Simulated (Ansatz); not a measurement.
System: tetragonal perovskite BaTiO3 (room-temperature form, which distorts further on cooling). Method: HSE06 in Ansatz (plane waves, PAW).

Input file:

Ansatz 0.2 input:
```yaml
crystal:
  lattice:
    - [3.9721822317, 0.0, 0.0]
    - [0.0, 3.9721822317, 0.0]
    - [0.0, 0.0, 4.1125565374]
  atoms:
    - { symbol: Ba, position: [0.5, 0.5, 0.5850066463] }
    - { symbol: Ti, position: [0.0, 0.0, 0.1030857763] }
    - { symbol: O, position: [0.0, 0.5, 0.0629473964] }
    - { symbol: O, position: [0.5, 0.0, 0.0629473964] }
    - { symbol: O, position: [0.0, 0.0, 0.5460027845] }
kpoints:
  mp_grid: { grid: [6, 6, 6] }
hamiltonian:
  xc: hse06
  pseudopotentials: { kind: paw }
  dispersion: none
scf:
  occupations: { method: gaussian, width: 0.02 }
output:
  forces: true
  stress: true
  eigenvalues: true
basis:
  ecutwfc: 500
  ecutrho_ratio: 4
  xc_grid: 2
magnetization:
  spin_polarized: false
```

The run printed, among other lines:

```
WARN output.stress: scf.convergence.dr2_threshold = 1e-7 eV (the SCF's general default) is looser than the 5e-10 eV advised for a printed stress (1e-10 eV for …
WARN output.stress: scf.exx.energy_threshold = 1e-6 eV is looser than the 5e-8 eV advised for a stress under a hybrid functional (1e-8 eV for each atom of the …
Crystal: 5 atoms, lattice volume = 64.889 Å³
Basis set: ecut = 500 eV, 1655 PW (Γ), exchange–correlation on 60×60×60 points (8 copies of the dense FFT grid, shifted against one another)
Bands: 25, of which v1, the nominal top of the filled ones, is band 20 counted from 1 (19 counted from 0)
Symmetry: 8 space group operations
Space group: P4mm (ITA 99), of the structure as read, at distance tolerance 4.0e-5 Å
k-points: 40 of 216 (time reversal used)
SCF iter   1: F=—  HF=-10159.620690 eV  |F-HF|=—  |Δ(HF+E_count)|=         —  Δρ=2.01e-3  dr2=1.29e-3
SCF iter   2: F=—  HF=-10159.624861 eV  |F-HF|=—  |Δ(HF+E_count)|=   4.17e-3  Δρ=1.50e-3  dr2=1.15e-3
  ...
Crystal: 5 atoms, lattice volume = 64.889 Å³
Initial density: handed on by an earlier stage of this run
Crystal: 5 atoms, lattice volume = 64.889 Å³
SCF 3 converged in 6 iterations: F = -10163.506125 eV  dr2 = 3.54e-10
Crystal: 5 atoms, lattice volume = 64.889 Å³
SCF iter   1: F=—  HF=-10163.506125 eV  |F-HF|=—  |Δ(HF+E_count)|=         —  Δρ=2.55e-6  dr2=4.60e-9
SCF iter   2: F=-10163.506125 eV  HF=-10163.506125 eV  |F-HF|=5.48e-10  |Δ(HF+E_count)|=   1.03e-9  Δρ=1.16e-6  dr2=7.60e-10
SCF 4 converged in 2 iterations: F = -10163.506125 eV  dr2 = 7.60e-10
Free energy (F): -10163.506125 eV
Internal energy: -10163.506125 eV  (E = F + TS)
E sigma→0 (E₀):  -10163.506125 eV
Fermi energy:    10.938155 eV
--- Forces (eV/Å), atoms counted from 1 ---
  atom   1  Ba     0.00000000     0.00000000     0.02252749
  atom   2  Ti     0.00000000     0.00000000     0.23389038
  atom   3  O     -0.00000000     0.00000000     0.01863834
  atom   4  O      0.00000000     0.00000000     0.01863834
  atom   5  O      0.00000000     0.00000000    -0.29366293
--- Stress (GPa, compression-positive) ---
       -2.043521       0.000000      -0.000000
        0.000000      -2.043521       0.000000
       -0.000000       0.000000      -2.175516
  P = ⅓ Tr σ = -2.0875 GPa (-20.875 kbar)
```

The PAW data were made under PBE.

Note: cell and atoms aren't relaxed at this level (largest force component 0.29 eV/Å, pressure -2.1 GPa).

Computing time: about 6 core-minutes (a rough figure).

Ansatz is a program for electronic structure.
